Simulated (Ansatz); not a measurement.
Geometry optimisation, RKS PBE/def2-SVP in Ansatz.

Input:

```yaml
crystal:
  periodic: [false, false, false]
  atoms:
    - { symbol: Al, position_ang: [0.026915, 0.407742, -0.042547] }
    - { symbol: Cl, position_ang: [-0.161381, 0.560159, 2.154991] }
    - { symbol: H, position_ang: [1.487604, 0.601068, -0.642101] }
    - { symbol: H, position_ang: [-1.335033, 0.399693, -0.860627] }
    - { symbol: "N", position_ang: [0.106797, -2.520193, 0.957866] }
    - { symbol: H, position_ang: [-0.591976, -3.258713, 0.799325] }
    - { symbol: H, position_ang: [1.009745, -2.977361, 1.140582] }
    - { symbol: H, position_ang: [-0.15547, -1.994895, 1.821411] }
basis:
  gaussian: { orbitals: def2-SVP }
hamiltonian:
  xc: pbe
relax:
  f_tol: 0.03
  max_steps: 50
```

Run as:

```bash
$ ansatz run input.yaml --threads 2 --pin off --max-ram 3072MiB --backend cpu --events-out ev --progress --plain --runs-dir out
```

Task: Where does it end, and by what steps?

Result: It converged. After 8 steps the energy has fallen by 0.961 eV; H6 moved furthest, 0.67 Å. Joined: Al1–N5 (3.10 → 2.08 Å).

| step | energy less start (eV) | largest force component (eV/Å) | accepted |
| --- | --- | --- | --- |
| 0 | 0.0000 | 0.931 | yes |
| 1 | -0.2809 | 0.704 | yes |
| 2 | -0.6532 | 0.773 | yes |
| 3 | -0.8866 | 0.628 | yes |
| 4 | -0.8937 | 1.332 | yes |
| 5 | -0.9559 | 0.220 | yes |
| 6 | -0.9581 | 0.141 | yes |
| 7 | -0.9577 | 0.179 | no |
| 8 | -0.9605 | 0.009 | yes |

```xyz
8
Properties=species:S:1:pos:R:3
Al 0.030 -0.112 0.227
Cl -0.202 0.758 2.207
H 1.486 0.058 -0.425
H -1.300 -0.116 -0.672
N 0.090 -2.087 0.885
H -0.603 -2.699 0.431
H 1.015 -2.528 0.781
H -0.128 -2.057 1.894
```

Time of the run: 11 s on 2 threads of Arm Neoverse V1, on a shared host, peak memory 0.14 GiB.
